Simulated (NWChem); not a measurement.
# allene (C₃H₄); SMILES C=C=C

```xyz
7

C      0.0000     0.0000     1.3078
C      0.0000     0.0000     0.0000
C      0.0000     0.0000    -1.3078
H     -0.6624     0.6624     1.8749
H      0.6624    -0.6624     1.8749
H     -0.6624    -0.6624    -1.8749
H      0.6624     0.6624    -1.8749
```
Atoms are numbered in this order, from 1.

All runs: NWChem. The geometry was optimised at PBE0/def2-SVP. Isolated, static molecule.

GIAO at PBE0/pcSseg-1: principal shieldings of C1 are 15.6, 134.3, 167.4 ppm; an isolated tetramethylsilane molecule has σ = 184.4 ppm at the same levels.

Find the isotropic 13C shift, its principal values, the span and the skew.


1. σ(iso) = one third of the sum = 105.8 ppm.
2. δ = σ(reference) − σ = 78.6 ppm against tetramethylsilane.
3. δ11, δ22, δ33 = 168.8, 50.1, 17.0 ppm.
4. Span Ω = δ11 − δ33 = 151.8 ppm; skew κ = 3(δ22 − δ(iso))/Ω = -0.56.
